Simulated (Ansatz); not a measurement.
bcc K, treated with LDA in Ansatz (PAW).

Run with plane-wave cutoff 520 eV, 18×18×18 k mesh, Fermi–Dirac smearing 0.074 eV (set by the program), scalar-relativistic PAW data made under PBE.

Computed at the level's own relaxed cell.

Hill averages of the elastic tensor: K = 4.4 GPa, G = 1.4 GPa. Volume 64.248 Å³/atom, mean atomic mass 39.098 u.

Q: Work out the density, the sound velocities of a polycrystal and the elastic Debye temperature at this level.

A: ρ = 1.66054 × 39.098/64.248 = 1.011 g/cm³. v_l = √[(K + 4G/3)/ρ] = 2.490 km/s and v_t = √(G/ρ) = 1.177 km/s. The mean follows from 3/v_m³ = 1/v_l³ + 2/v_t³: v_m = 1.324 km/s. Θ_D = (ħ/k_B) v_m (6π²/V)^(1/3) = 76.38 K Å s/km × 1.324 × 0.9732 Å⁻¹ = 98 K, counting all atoms of the cell.

Ansatz is a quantum-chemistry and plane-wave program.
